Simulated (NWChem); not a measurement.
dimethyl ether (C2H6O); SMILES COC

```xyz
9

C      1.1611     0.0000     0.1881
O      0.0000     0.0000    -0.5778
C     -1.1611     0.0000     0.1881
H      1.2330    -0.8952     0.8395
H      1.2330     0.8952     0.8395
H      2.0215     0.0000    -0.4963
H     -1.2330    -0.8952     0.8395
H     -2.0215     0.0000    -0.4963
H     -1.2330     0.8952     0.8395
```
Atoms are numbered in this order, from 1.

Results from NWChem. Structure relaxed at the PBE0/def2-SVP level.

Estimate the computed values for PBE0/3-21G. Quantities: highest occupied level (eV); orbital gap (eV); dipole (D).


- highest occupied level (eV): -6.85
- orbital gap (eV): 10.23
- dipole (D): 1.41
